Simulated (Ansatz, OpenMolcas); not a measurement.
A ladder of methods for CS (carbon monosulfide)

CS has 2 atoms, charge 0, and is taken as a singlet. SMILES: `[C-]#[S+]`. Geometry: the measured bond length.

| atom | x (Å) | y (Å) | z (Å) |
| --- | --- | --- | --- |
| C | 0.0000 | 0.0000 | 0.0000 |
| S | 0.0000 | 0.0000 | 1.5349 |

Each level gives the energy change with the C1–S2 bond stretched from 1.535 to 2.302 Å (eV). The values are calculated.

| level | kind | program | value (eV) | less FCI/STO-3G | CPU time (all runs) |
| --- | --- | --- | --- | --- | --- |
| SVWN5/STO-3G (restricted) | LDA | OpenMolcas | 5.52 | +0.83 | 4.7 s |
| BLYP/STO-3G (restricted) | GGA | Ansatz | 4.94 | +0.25 | 0.53 s |
| r2SCAN/STO-3G (restricted) | meta-GGA | OpenMolcas | 5.76 | +1.07 | 5.9 s |
| M06-2X/STO-3G (restricted) | hybrid meta-GGA | OpenMolcas | 6.86 | +2.17 | 5.3 s |
| r2SCAN0/STO-3G (restricted) | hybrid meta-GGA | Ansatz | 6.65 | +1.96 | 1.4 s |
| CAM-B3LYP/STO-3G (restricted) | range-separated hybrid | Ansatz | 6.68 | +1.99 | 0.76 s |
| wB97M-V/STO-3G (restricted) | range-separated hybrid | Ansatz | 6.90 | +2.21 | 5.8 s |
| RPA@PBE/STO-3G (restricted) | RPA | Ansatz | 4.56 | -0.13 | 0.99 s |
| BCCD(T)/STO-3G (restricted) | coupled cluster or CI | Ansatz | 4.51 | -0.18 | 0.34 s |
| FCI/STO-3G | exact in the basis | Ansatz | 4.69 | 0.00 | 0.46 s |

FCI/STO-3G is exact within its basis and frozen core, so for wave-function methods in that basis the difference is their error; functionals converge differently with the basis, so for them it is only a difference. The first shape isn't each level's own minimum. The values span 4.51 to 6.90 eV. All rows use very small basis sets, so even the best lies far from the true value. CPU times are rough (shared hosts, several kinds of processor): they show what a rung costs within a factor of a few.
